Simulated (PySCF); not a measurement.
# H₂O: calculation against measurement

Isolated H₂O, optimised in PySCF with density fitting and no spin–orbit coupling; def2 sets carry scalar-relativistic core potentials from Rb on. All levels below give a singlet of C2v symmetry: PBE0/def2-TZVP O–H 0.960 Å (×2), H–O–H 105.1°; B3LYP/def2-TZVP O–H 0.963 Å (×2), H–O–H 105.2°; PBE/def2-TZVP O–H 0.971 Å (×2), H–O–H 104.3°.

Counting electrons, oxygen keeps 4 of its valence electrons outside its bonds, so the VSEPR class is AX2E2 and the expected shape is bent (C2v), as computed.

Measured fundamentals (Shimanouchi, Tables of Molecular Vibrational Frequencies (1972), as compiled in the NIST Chemistry WebBook) beside computed harmonic wavenumbers, in cm⁻¹:

```json
{"mode as compiled": "a1 sym str", "computed symmetry": "a1", "measured": "3657", "rating (A best; medium not stated)": "A", "PBE0/def2-TZVP": "3854", "B3LYP/def2-TZVP": "3787", "PBE/def2-TZVP": "3693"}
{"mode as compiled": "a1 bend", "computed symmetry": "a1", "measured": "1595", "rating (A best; medium not stated)": "A", "PBE0/def2-TZVP": "1624", "B3LYP/def2-TZVP": "1617", "PBE/def2-TZVP": "1584"}
{"mode as compiled": "b1 anti str", "computed symmetry": "b2", "measured": "3756", "rating (A best; medium not stated)": "A", "PBE0/def2-TZVP": "3961", "B3LYP/def2-TZVP": "3892", "PBE/def2-TZVP": "3801"}
```

**Question.** How close does each level come?

**Answer.** Mean absolute differences: PBE0/def2-TZVP 4.2 %, B3LYP/def2-TZVP 2.9 %, PBE/def2-TZVP 0.9 %. The mean ratio of measured to computed values at PBE/def2-TZVP is 0.995. Harmonic values should lie a little above fundamentals, most of all for X–H stretches.

**Question.** The measured dipole moment is 1.857 D (NIST CCCBDB Release 22 (SRD 101), experimental dipoles). What do the calculations give?

**Answer.** PBE0/def2-TZVP 2.07 D, B3LYP/def2-TZVP 2.06 D, PBE/def2-TZVP 2.04 D. The measured value is a vibrational average, and the basis lacks diffuse functions.

**Question.** The measured mean polarisability is 1.501 Å³ (NIST CCCBDB Release 22 (SRD 101), experimental polarizabilities). What do the calculations give?

**Answer.** PBE0/def2-TZVP 0.97 Å³, B3LYP/def2-TZVP 0.99 Å³, PBE/def2-TZVP 1.03 Å³. Basis sets without diffuse functions underestimate polarisabilities.

**Question.** The evaluated ionisation energy is 12.621 ± 0.002 eV (NIST Chemistry WebBook). What vertical values are computed in def2-TZVP at the PBE0 geometry?

**Answer.** PBE0 12.52, CCSD(T) 12.48, HF 10.93, PBE 12.69, r2SCAN 12.49, B3LYP 12.71, TPSSh 12.45, MP2 12.67, LC-wPBE 12.72, PBEsol 12.71 eV. Vertical values lie above an adiabatic one by the relaxation of the ion.
